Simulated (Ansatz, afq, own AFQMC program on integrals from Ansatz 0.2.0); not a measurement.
AlGeH₃, singlet → AlGeH₃, triplet

```yaml
atoms:
  - { symbol: Ge, position_ang: [0.0037, 0.0000, 0.6668] }
  - { symbol: Al, position_ang: [-0.0890, 0.0000, -1.6477] }
  - { symbol: H, position_ang: [0.8350, 1.0566, -0.4001] }
  - { symbol: H, position_ang: [0.8350, -1.0566, -0.4001] }
  - { symbol: H, position_ang: [0.4473, 0.0000, -3.1465] }
```

Connectivity, by distances: Ge–AlH, 2 bridging H.

E(triplet, charge +0) − E(singlet, charge +0) at this geometry, on RHF and UHF determinants.

Basis cc-pVDZ. Only valence electrons are correlated. Integrals, coupled cluster, full CI and functionals: Ansatz 0.2.0; the random walks run on the same integrals in our own AFQMC program. ph-AFQMC/CISD is guided by a CISD state made of CCSD amplitudes; releasing the constraint for a short imaginary time cuts its bias at the price of noise, slowly where states lie close. Uncertainties: one standard error, sampling alone. No spin–orbit coupling. The errors of all members are added in quadrature.

No full CI on the walks' own integrals is used here; CCSDT(Q) serves as the reference and is uncertain by about the last step of the cluster series. Each member takes its own surest rung, up to full CI.

Errors are counted within cc-pVDZ, not against nature.

Cautions: inner d shell frozen; no relativity below Rb; no spin-orbit coupling; AlGeH₃ (singlet): its ph-AFQMC/CISD value lies 38 ± 13 meV above CCSDT(Q); AlGeH₃ (triplet): another spin lies lower; core correlation is missing, and it shifts such a gap most where an s electron is promoted.

```csv
level,vertical spin gap (kJ/mol)
CCSD,250.4
HF,187.7
```

From these cheaper values, estimate the vertical spin gap at the reference level in cc-pVDZ.

257.1 kJ/mol (CCSDT(Q) in cc-pVDZ).

```tsv
level	vertical spin gap (kJ/mol)	error against CCSDT(Q) (kJ/mol)
MP2	255.1	-1.9
CCSD(T)	256.5	-0.6
CCSDT	256.4	-0.7
ph-AFQMC/CISD	252.7 ± 1.6	-4.4 ± 1.6
released AFQMC	258.3 ± 1.6	1.2 ± 1.6
```

Correlation beyond CCSD(T) adds 0.6 kJ/mol. The perturbative (T) step is worth +6.1 kJ/mol.

A walk keeps the symmetry of its determinant, which the program's search chose and which needn't be the lowest solution, so a lower state of the same spin and another symmetry isn't excluded. Released energies are given only where the last usable release times agree within the noise; a slower fall can still hide under it.
